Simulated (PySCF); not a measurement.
BHO, SMILES B=O, point group C∞v.

Force field and properties: B3LYP/pcJ-1 (PySCF, grid level 2). Vibrational terms come from second-order perturbation theory with semi-diagonal cubic constants, by steps of ±0.6 along the normal coordinates of each isotopologue. The parent has the commonest isotopes.

Equilibrium geometry (Å):

| atom | x | y | z |
| --- | --- | --- | --- |
| B1 | 0.0051 | 0.0410 | -0.0165 |
| O2 | 1.1388 | 0.4236 | -0.0444 |
| H3 | -1.0980 | -0.3316 | 0.0107 |

An isotope shift is δ(isotopologue) − δ(parent), that is, the negative of the change in the averaged GIAO shielding; n counts bonds from the nearest label (0: the labelled atom itself). These are computed values; those of heavy atoms are rounded to 5 ppb, about the numerical noise.

(1) What isotope shifts arise with ²H at 3?

(2) What isotope shifts arise with ¹⁷O at 2?

(3) What isotope shifts arise with ¹⁰B at 1, ¹⁷O at 2?

Answers

(1) 
```csv
nucleus,n,0 K (ppb),300 K (ppb)
H3,0,-120,-110
B1,1,-55,-50
O2,2,-1090,-900
```

(2) 
```
nucleus  n  0 K (ppb)  300 K (ppb)
     O2  0        -45          -45
     B1  1         -5           -5
     H3  2          0            0
```

(3) 
| nucleus | n | 0 K (ppb) | 300 K (ppb) |
| --- | --- | --- | --- |
| B1 | 0 | 15 | 15 |
| O2 | 0 | 115 | 105 |
| H3 | 1 | 3 | 3 |
